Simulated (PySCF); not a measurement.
**Spin-rotation constants: `C1=CC1=CC#C`, C$_{6}$H$_{4}$**

Geometry:
| atom | x (Å) | y (Å) | z (Å) |
| --- | --- | --- | --- |
| C1 | 2.682 | 0.403 | 0.381 |
| C2 | 1.678 | -0.139 | 0.007 |
| C3 | 0.513 | -0.796 | -0.447 |
| C4 | -0.683 | -0.239 | -0.390 |
| C5 | -1.581 | 0.849 | -0.062 |
| C6 | -2.114 | -0.236 | -0.606 |
| H7 | 3.556 | 0.879 | 0.712 |
| H8 | 0.643 | -1.792 | -0.849 |
| H9 | -1.709 | 1.825 | 0.338 |
| H10 | -2.976 | -0.749 | -0.959 |

Theory: GIAO wB97X-D/pcSseg-1 magnetisability, rotational g tensor and spin-rotation constants, non-relativistic, gas phase (PySCF). Geometry: GFN2-xTB.

Give the nuclear spin-rotation constants along the inertial axes (H = +C I·J) beside the isotropic shieldings.

Rotational constants 15.5295, 2.0857, 1.8388 GHz. A star marks the isotopologue with that one atom substituted, in its own axes.
| atom | isotope | Caa (kHz) | Cbb (kHz) | Ccc (kHz) | mean (kHz) | σ (ppm) |
| --- | --- | --- | --- | --- | --- | --- |
| H7 | 1H | -0.047 | -0.167 | -0.211 | -0.142 | 29.6 |
| H8 | 1H | -1.653 | 0.151 | -0.194 | -0.566 | 27.1 |
| H9 | 1H | -1.653 | 0.269 | -0.216 | -0.534 | 23.4 |
| H10 | 1H | 1.071 | -0.103 | -0.217 | 0.250 | 23.6 |
| C1 | 13C* | 2.225 | 0.495 | 0.593 | 1.105 | 106.1 |
| C2 | 13C* | 1.266 | 0.597 | 0.679 | 0.847 | 100.5 |
| C3 | 13C* | 3.600 | 0.609 | 0.214 | 1.474 | 121.4 |
| C4 | 13C* | 6.668 | 0.983 | 0.090 | 2.580 | 53.9 |
| C5 | 13C* | 7.089 | 0.946 | 0.154 | 2.730 | 40.6 |
| C6 | 13C* | 7.994 | 0.822 | 0.161 | 2.992 | 41.7 |

For the geometry as given, no vibrational averaging.

How do the rotational constants and the g tensor change when H7, H8, H9, H10 are replaced by deuterium?

Constants 12.0701, 1.8849, 1.6303 GHz; g -0.0902, -0.0171, 0.0067, against -0.1159, -0.0189, 0.0076 before.
